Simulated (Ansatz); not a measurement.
**Relative stability**

The two ends of one reaction step of CH$_{2}$OS, closed shell (PBE0-D4/def2-TZVP).

A:

```
5
angstrom
H -1.1798 -0.8124 0.3009
S 1.1290 -0.8301 -0.8894
C 0.2952 0.2681 -0.0511
H 0.6521 1.2790 0.1440
O -0.8966 0.0956 0.4954
```

B:

```xyz
5
angstrom
H -0.5017 -1.6338 -0.3540
S 0.6004 -0.9243 -0.6539
C 0.0584 0.5409 0.1724
H 0.8181 1.3389 0.0815
O -0.9753 0.6784 0.7539
```

Program: Ansatz 0.2.0. Basis: def2-TZVPP. Cores are frozen in the correlated methods. B3LYP uses VWN-RPA correlation.

Q: Which structure is lower at CCSD(T), and by how much? (To be estimated.)

A: By the calculation: B, by 1.23 kcal/mol (electronic energy, against the other). By their contacts, A is CH₂OS ([OH][CH][S]) and B is CH₂OS ([O][CH][SH]).

Q: Do the other methods give the same order? (A judgement: the text doesn't fix the answer.)

A: By the calculation: Not all: SPW92 gives the other order.

```csv
method,E(B) − E(A) (kcal/mol)
SPW92,0.36
PBE-D4,-2.25
BLYP-D4,-3.12
r2SCAN-D4,-2.05
B97M-V,-2.30
PBE0-D4,-1.51
B3LYP-D4,-2.31
r2SCAN0-D4,-1.26
BHLYP-D4,-1.77
CAM-B3LYP-D4,-1.95
wB97X-V,-2.54
wB97M-V,-1.26
B2PLYP,-1.70
PBE-QIDH,-0.88
RPA on PBE,-1.89
HF,-2.98
MP2,-0.68
CCSD,-1.68
CCSD(T),-1.23
```

The T1 diagnostic stays at or below 0.019.

Labels in which every atom is bracketed show which atoms are joined, not bond orders.

For scale, one of the runs: CCSD(T)/def2-TZVPP, 132 basis functions, launched by `ansatz run in.yaml --threads 2 --pin off --events-out ev --progress --plain --max-ram 4352MiB`. The run took 9 s on 2 CPU threads of an Arm Neoverse V1 (shared host), with 0.66 GiB of host memory at its peak.
